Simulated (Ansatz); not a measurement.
Crystal: O₂F, fluorite type, 3 atoms in the cell.

Theory: r²SCAN, plane waves, PAW datasets (earlier set, tuned by hand) (Ansatz).

Cutoff 1050 eV; k-mesh 12×12×12 Γ-centred; Fermi–Dirac smearing of 0.1 eV; no spin polarisation.

The fit to the energies gives V₀ = 9.803 Å³/atom (a₀ = 4.900 Å), B₀ = 99.2 GPa, B₀′ = 5.02.

Problem. What pressure does the program print at V = 10.381 Å³/atom, and how far above the lowest computed point (V = 9.764 Å³/atom) does the energy lie?

Solution. -4.92 GPa and 9.35 meV/atom. All points:

| V (Å³/atom) | a (Å) | E − E(min) (meV/atom) | P (GPa) |
| --- | --- | --- | --- |
| 9.456 | 4.8413 | 4.04 | 3.91 |
| 9.764 | 4.8933 | 0.00 | 0.40 |
| 10.073 | 4.9443 | 2.12 | -2.51 |
| 10.381 | 4.9943 | 9.35 | -4.92 |
| 10.689 | 5.0432 | 20.79 | -6.91 |

The stress includes the program's correction for the finite plane-wave basis.

This cubic structure is a model: it isn't the usual form of the substance at ambient conditions, and such phases are metastable or hypothetical. Spin polarisation is left out, and a magnetic state may lie lower.
